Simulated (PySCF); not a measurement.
State search for AlF

Unrestricted PBE0; PySCF, no relativity, basis sets Al 3-21G, F 3-21G. Outer shells of the fragments: Al 3s2 3p1; F 2s2 2p5.

Followed along the bond (rough minima from three points):

```tsv
2Ms+1	unpaired	⟨S²⟩ at the start	R at minimum (Å)	Te (eV)
1	none	0.00	1.69	0.00
3	σ ↑, π ↑	2.00	1.71	3.31
```

Solutions found at the starting distance of 1.810 Å, counted from the lowest of them; the search is not exhaustive and high or unbound solutions are not listed, so other states can lie among these:

```tsv
2Ms+1	unpaired	term	E (eV)	⟨S²⟩	⟨Lz²⟩	μ (D)
1	none	¹Σ⁺	0.00	0.00	0.00	-1.11
3	σ ↑, π ↑	³Π	3.25	2.00	1.00	-2.47
1	σ ↑, π ↓	mixed	3.92	1.01	1.00	-2.06
3	σ ↑↑	³Σ⁺	6.11	2.00	0.00	-3.07
3	π ↑↑	mixed	6.90	2.00	2.00	2.95
3	π ↑↑	mixed	7.04	2.00	2.00	2.94
3	σ ↑, π ↑	³Π	8.79	2.00	1.00	2.25
```

A term symbol is given only where ⟨S²⟩ and ⟨Lz²⟩ are close to those of a pure state; real π, δ and φ orbitals otherwise mix terms. A positive dipole means Al(−)F(+).

Counting both spins, an empty level lies below a filled one in some of these solutions, because spin and occupation are held. 3-21G is very small, so such numbers show the basis as much as the molecule.
